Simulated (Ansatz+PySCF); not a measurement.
## doublet C₂H: levels of theory in one basis

```xyz
3

C     0.0167    0.0000    0.0000
C     1.2295    0.0000    0.0000
H    -1.0915    0.0000    0.0000
```

Basis set: cc-pVTZ (spherical functions). Correlated methods keep 2 orbitals frozen. Correlation on ROHF uses semicanonical orbitals with singles. Charge 0, multiplicity 2.

Computed with Ansatz (development build ahead of 0.2.0); each method stands on the lowest determinant of its kind that the runs found.

```
      method  E − E(ROHF) (eV)  <S²> of the determinant
        ROHF              0.00                     0.75
         UHF             -0.45                     1.15
     UHF-MP2             -7.00                     1.15
    UHF-CCSD             -7.96                     1.15
ROHF-CCSD(T)             -8.39                        –
 UHF-CCSD(T)             -8.36                     1.15
```

Q: What does ROHF-MP2 give on the same scale?

A: -7.55 eV.

The restricted and unrestricted rows may stand on different electronic states: another unrestricted solution lies nearer the restricted one.

Caution for UHF, UHF-MP2, UHF-CCSD, UHF-CCSD(T): the unrestricted determinant is spin contaminated. Caution for ROHF-MP2, UHF-MP2: forces differ strongly between restricted and unrestricted references.
